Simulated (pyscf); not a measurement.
**Concerted two-bond exchange: H₂As–In [singlet] + hydrogen (H₂) -> HAs=InH + hydrogen (H₂)**

Gas phase, singlet surface, charge 0. Bonds broken: As2–H3, H5–H6. Bonds formed: In1–H5, H3–H6. Optimised with ωB97X-D3(BJ)/def2-SVP in PySCF.

Transition state (Å):

```xyz
6

In     1.4424     0.1938     0.6517
As     0.0692     0.9967    -1.4239
H     -0.8064    -0.3030    -0.0339
H      1.3542     0.6492    -2.1818
H      0.0578    -0.1709     1.9087
H     -0.7906    -0.2747     0.8872
```

One imaginary mode, 1428i cm⁻¹; descent along it reached the two sides named.

| bond | change | reactant side (Å) | saddle | product side |
|---|---|---|---|---|
| As2–H3 | breaks | 1.529 | 2.095 | 3.5 |
| H5–H6 | breaks | 0.763 | 1.332 | 3.0 |
| In1–H5 | forms | 3.0 | 1.905 | 1.708 |
| H3–H6 | forms | 3.2 | 0.922 | 0.763 |

Electronic energies relative to the separated reactants (eV):

```
level                   barrier  reaction energy  reverse barrier
----------------------  -------  ---------------  ---------------
ωB97X-D3(BJ)/def2-TZVP     3.09            +0.94             2.15
PBE/def2-TZVP              2.38            +0.86             1.52
r²SCAN/def2-TZVP           2.55            +0.81             1.74
B3LYP-D3(BJ)/def2-TZVP     2.73            +1.01             1.72
PBE0-D3(BJ)/def2-TZVP      2.66            +0.90             1.76
M06-2X/def2-TZVP           2.94            +0.89             2.05
ωB97M-D3(BJ)/def2-TZVP     3.00            +0.97             2.03
HF/def2-TZVP               3.92            +1.07             2.85
```

With ωB97M-D3(BJ)/def2-TZVP energies and thermal terms (ideal gas, 1 atm, RRHO with modes under 100 cm⁻¹ raised to 100, one conformer, R ln 2 for chiral ones without a mode under 150 cm⁻¹), in eV:

```csv
T (K),ΔH‡,ΔG‡,ΔH,ΔG
298,2.95,3.31,+0.93,+0.95
600,2.92,3.69,+0.94,+0.96
900,2.93,4.07,+0.94,+0.97
1200,2.94,4.45,+0.95,+0.98
```

The same reactants have a lower exit, to AsH₃ + InH [singlet] (barrier +1.20 eV at ωB97M-D3(BJ)/def2-TZVP, against +3.00 eV here). One saddle was located; it need not be the lowest between these sides. One closed-shell reference is unstable to symmetry breaking; treat the single-reference values with care. Elements up to Kr have no core potential and no relativistic terms here. Elements past Kr carry the def2 core potentials, without spin-orbit coupling.
